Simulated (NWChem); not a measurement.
LiF; SMILES [Li][F]

Program: NWChem. Pople sets run with spherical d functions. Coordinates come from a PBE0/def2-SVP optimisation.

Order these by “highest occupied level (eV)”, lowest first: B3LYP/3-21G; B3LYP/def2-QZVP; B3LYP/6-31G*; B3LYP/STO-3G.

B3LYP/def2-QZVP (-7.79), B3LYP/6-31G* (-7.25), B3LYP/3-21G (-6.88), B3LYP/STO-3G (-5.43)
